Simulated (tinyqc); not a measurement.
Inside a calculation. Method: extended Hueckel theory, for HF+. The parameters take no account of the charge, which enters only through the electron count. Computed by tinyqc, a small Python program that keeps every step (integrals from PySCF). Settings: charge = 1, K = 1.75, weighted = 1, multiplicity = 2. Command: `OMP_NUM_THREADS=1 python tinyqc.py 29769 29770 out.jsonl` (the two numbers bound the seeds that draw the settings). One thread of a shared host (Intel(R) Xeon(R) Processor @ 2.60GHz), about 0.01 s of CPU time with the checks.

## Overlaps

Geometry (angstrom):

| atom | x | y | z |
|---|---|---|---|
| F | 0.000000 | 0.000000 | 0.000000 |
| H | 0.000000 | 0.000000 | 0.844000 |

Parameters chosen for this run:

| element | shell | Slater exponent | H_ii (eV) |
|---|---|---|---|
| F | 2s | 2.425000 | -40.000000 |
| F | 2p | 2.425000 | -18.100000 |
| H | 1s | 1.300000 | -13.600000 |

Slater orbitals, each expanded in six Gaussians scaled to its exponent.

overlap S:
```
           1F 2s    1F 2px    1F 2py    1F 2pz     2H 1s
1F 2s   1.000000  0.000000  0.000000  0.000000  0.514202
1F 2px  0.000000  1.000000  0.000000  0.000000  0.000000
1F 2py  0.000000  0.000000  1.000000  0.000000  0.000000
1F 2pz  0.000000  0.000000  0.000000  1.000000  0.403996
2H 1s   0.514202  0.000000  0.000000  0.403996  1.000000
```

## Wolfsberg-Helmholz matrix

diagonal H_ii (eV): 1F 2s -40.000000, 1F 2px -18.100000, 1F 2py -18.100000, 1F 2pz -18.100000, 2H 1s -13.600000

K = 1.750000

H_ij = K' S_ij (H_ii + H_jj)/2 for i != j (the diagonal keeps H_ii), with K' = K + D^2 + D^4 (1 - K), D = (H_ii - H_jj)/(H_ii + H_jj), K = 1.75.

H (eV):
```
             1F 2s      1F 2px      1F 2py      1F 2pz       2H 1s
1F 2s   -40.000000    0.000000    0.000000    0.000000  -26.850895
1F 2px    0.000000  -18.100000    0.000000    0.000000    0.000000
1F 2py    0.000000    0.000000  -18.100000    0.000000    0.000000
1F 2pz    0.000000    0.000000    0.000000  -18.100000  -11.332914
2H 1s   -26.850895    0.000000    0.000000  -11.332914  -13.600000
```

## Orbitals

valence electrons = 7

Solve H C = S C e through S^(-1/2); fill by pairs from the bottom, a degenerate level sharing its electrons equally; each orbital has its largest coefficient positive (the first on a tie).

orbital energies (eV): -41.213432  -18.825552  -18.100000  -18.100000  18.781122

occupations: 2.000000  2.000000  1.500000  1.500000  0.000000

coefficients:
```
              MO1        MO2       MO3        MO4        MO5
1F 2s    0.890734  -0.144789  0.000000   0.000000  -0.804713
1F 2px   0.000000   0.000000  0.987298  -0.158879   0.000000
1F 2py   0.000000   0.000000  0.158879   0.987298   0.000000
1F 2pz  -0.043939   0.917284  0.000000   0.000000  -0.664684
2H 1s    0.191000   0.178549  0.000000   0.000000   1.295654
```

sum of one-electron energies = -174.377969 eV

Within a degenerate level the vectors are fixed only up to a rotation; this is one choice.

## Mulliken analysis

P = C n C^T; charge = valence electrons (F 7, H 1) minus the sum of (P S)_ii on the atom; overlap population = 2 sum P_ij S_ij between two atoms.

charges: 1F 0.410650, 2H 0.589350

Overlap populations:

| pair | value |
|---|---|
| 2-1 | 0.547857 |
